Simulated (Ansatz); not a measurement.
Relaxing ZnNi

Level of theory: DFT r2SCAN, scalar-relativistic, plane waves, PAW in Ansatz 0.2.0. Cutoff 500 eV, Γ-centred k mesh, Gaussian smearing, no spin polarisation in the final step.

The start is a database structure of ZnNi, space group P4/mmm (No. 123).

```
CELL_PARAMETERS angstrom
2.75418 0.00000 0.00000
0.00000 2.75418 0.00000
0.00000 0.00000 3.21400
ATOMIC_POSITIONS crystal
Zn 0.50000 0.50000 0.50000
Ni 0.00000 0.00000 0.00000
```

Steps on the 6×6×6 mesh (2 atoms). 8 of 8 steps are shown, and the free energy counts from the last. Trial steps that were taken back and renewals of the plane-wave basis can be among the rows.

| step | ΔF (meV/atom) | V (Å³/atom) | P (GPa) |
| --- | --- | --- | --- |
| 1 | 17.5 | 12.19 | -7.67 |
| 2 | 4.4 | 11.82 | -3.25 |
| 3 | 1.5 | 11.56 | 0.45 |
| 4 | 1.2 | 11.57 | 0.27 |
| 5 | 0.7 | 11.56 | 0.37 |
| 6 | 0.2 | 11.56 | 0.40 |
| 7 | -0.3 | 11.57 | 0.18 |
| 8 | 0.0 | 11.57 | 0.14 |

A final relaxation ran on a 20×20×18 mesh. The relaxed crystal, P4/mmm (No. 123):

```cif
data_structure
_symmetry_space_group_name_H-M 'P4/mmm'
_symmetry_Int_Tables_number 123
_cell_length_a 2.6925
_cell_length_b 2.6925
_cell_length_c 3.1896
_cell_angle_alpha 90.000
_cell_angle_beta 90.000
_cell_angle_gamma 90.000
_cell_volume 23.12
loop_
_atom_site_label
_atom_site_type_symbol
_atom_site_symmetry_multiplicity
_atom_site_Wyckoff_symbol
_atom_site_fract_x
_atom_site_fract_y
_atom_site_fract_z
_atom_site_occupancy
Zn1 Zn 1 d 0.50000 0.50000 0.50000 1
Ni1 Ni 1 a 0.00000 0.00000 0.00000 1
```

```yaml
Volume_per_atom: 11.56 Å³
Density: 8.91 g/cm³
Energy_over_the_elements: -0.25 eV/atom
Gap_on_the_20×20×18_mesh: 0 eV (a metal)
```

Formation energies are uncorrected and refer to the elements' standard structures at the same level.

The final run used a 20×20×18 mesh on its 2-atom cell and 0.10 eV smearing. For metals, differences of a few meV/atom aren't resolved.

A structure relaxed within its symmetry needn't be a true minimum.

Cost: 3 runs of about 4.3 core-minutes in all, on Arm Neoverse V2 (shared hosts).